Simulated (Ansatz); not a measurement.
## Diamond-structure Si

All values below come from r²SCAN-D4 in Ansatz (PAW).

Numerical settings: plane-wave cutoff 560 eV, 12×12×12 k mesh, Fermi–Dirac smearing 0.01 eV, scalar-relativistic PAW data made under PBE.

Cell (relaxed at this level):

```cif
data_Si8
_chemical_formula_sum 'Si8'
_space_group_name_H-M_alt 'Fd-3m :1'
_space_group_IT_number 227
_space_group_name_Hall 'F 4d 2 3 -1d'
_cell_length_a 5.42894
_cell_length_b 5.42894
_cell_length_c 5.42894
_cell_angle_alpha 90.000
_cell_angle_beta 90.000
_cell_angle_gamma 90.000
loop_
_atom_site_label
_atom_site_type_symbol
_atom_site_symmetry_multiplicity
_atom_site_Wyckoff_symbol
_atom_site_fract_x
_atom_site_fract_y
_atom_site_fract_z
_atom_site_occupancy
Si1 Si 8 b 0.50000 0.50000 0.50000 1
```
(The calculation used a cell of 2 atoms; values per cell refer to that cell.)

- bulk modulus B0 = 98.2 GPa
- band gap = 0.76 eV (indirect)
- smallest direct gap on the k points sampled = 2.74 eV
- width of the whole s-p valence band = 12.54 eV
- pressure derivative B′ of the bulk modulus = 4.3

Measured, for comparison: bulk modulus 101 GPa (0 K value with zero-point phonon effects removed; as tabulated in Sun et al. (2011), doi:10.1103/physrevb.84.035117). Computed (rounded) less measured: bulk modulus -3 %.

The computed numbers hold no vibrational or temperature effects.

The result took very roughly 30 core-seconds.

Ansatz is a program for electronic structure.
